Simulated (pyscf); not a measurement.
## Hydrogen abstraction: `[NH2][SiH]([Cl])[Cl]` + `[H]` [doublet] → `[NH][SiH]([Cl])[Cl]` [doublet] + `[H][H]`

Gas phase, doublet surface, charge 0. Bonds broken: N1–H5. Bonds formed: H5–H8. Single points on ωB97X-D3(BJ)/def2-SVP structures (PySCF, gas phase).

Transition state (Å):

```xyz
8

N     -0.6301     0.5583     1.1045
Si    -0.6394    -0.5047    -0.2764
Cl     1.1881    -1.3635    -0.6729
Cl    -1.1592     0.6497    -1.8892
H     -0.3845    -0.2420     2.1964
H      0.1759     1.1920     1.1538
H     -1.6297    -1.5762    -0.0727
H      0.0457    -0.8118     2.7063
```

One imaginary mode, 1178i cm⁻¹; descent along it reached the two sides named.

```json
[
 {"bond": "N1–H5", "change": "breaks", "reactant side (Å)": "1.015", "saddle": "1.376", "product side": "2.7"},
 {"bond": "H5–H8", "change": "forms", "reactant side (Å)": "2.9", "saddle": "0.877", "product side": "0.761"}
]
```

Electronic energies relative to the separated reactants (kcal/mol):

| level | barrier | reaction energy | reverse barrier |
|---|---|---|---|
| ωB97X-D3(BJ)/def2-TZVP | 17.7 | +10.5 | 7.2 |
| PBE/def2-TZVP | 11.9 | +10.5 | 1.4 |
| r²SCAN/def2-TZVP | 11.1 | +7.0 | 4.1 |
| B3LYP-D3(BJ)/def2-TZVP | 11.7 | +6.6 | 5.1 |
| PBE0-D3(BJ)/def2-TZVP | 15.6 | +11.6 | 4.0 |
| M06-2X/def2-TZVP | 20.0 | +11.4 | 8.6 |
| ωB97M-D3(BJ)/def2-TZVP | 17.9 | +10.7 | 7.2 |
| HF/def2-TZVP | 28.1 | +5.6 | 22.5 |

With ωB97M-D3(BJ)/def2-TZVP energies and thermal terms (ideal gas, 1 atm, RRHO with modes under 100 cm⁻¹ raised to 100, one conformer, R ln 2 for rigid chiral ones), in kcal/mol:

| T (K) | ΔH‡ | ΔG‡ | ΔH | ΔG |
|---|---|---|---|---|
| 298 | 15.9 | 23.0 | +9.1 | +7.6 |
| 600 | 15.4 | 30.4 | +9.1 | +6.1 |
| 900 | 15.1 | 37.9 | +8.8 | +4.7 |
| 1200 | 15.0 | 45.5 | +8.4 | +3.4 |

The same reactants have a lower exit, to H₂N–Si•(Cl)–Cl + H₂ (barrier +5.1 kcal/mol at ωB97M-D3(BJ), against +17.9 kcal/mol here). •HN–SiH(Cl)–Cl lies 21.5 kcal/mol over its isomer H₂N–Si•(Cl)–Cl, and others may lie lower still (electronic energy, ωB97M-D3(BJ)). This is the saddle that the search found; another between the same sides may lie lower. The angle at the transferred H is 158°.
